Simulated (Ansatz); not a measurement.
**Predicting a hybrid from its neighbours: BHF2**

The species is BHF2 (4 atoms), meant as a singlet with charge 0. SMILES: `FBF`. Geometry: relaxed at PBE0-D4/def2-TZVP.

The vertical ionisation energy (to the doublet cation) y, in eV, basis def2-TZVPP; a is the functional's share of exact exchange. Programs: Ansatz 0.2.0.

| functional | program | a | y (eV) |
| --- | --- | --- | --- |
| r2SCAN | Ansatz | 0 | 13.71 |
| PBE | Ansatz | 0 | 13.49 |
| B3LYP | Ansatz | 0.2 | 14.04 |
| PBE0 | Ansatz | 0.25 | 13.99 |
| r2SCAN0 | Ansatz | 0.25 | ? |
| BHLYP | Ansatz | 0.5 | 14.41 |

Task: Fit y = c + s·a to the known rows and predict r2SCAN0.

Result: 
1. Means of the 5 rows: a = 0.1900, y = 13.928.
2. Σ(Δa)² = 0.172, Σ(Δa·Δy) = 0.2789, so the slope is 0.2789/0.172 = 1.6215.
3. Intercept: 13.928 − (1.6215) × 0.1900 = 13.620. The largest residual of the fit is 0.13.
4. r2SCAN0: 13.620 + (1.6215) × 0.25 = 14.03 eV.

The run gave 14.10 eV, so the prediction is off by -0.07 eV, within the scatter of the fit. The rows mix families of semi-local functionals, which the line can't see.
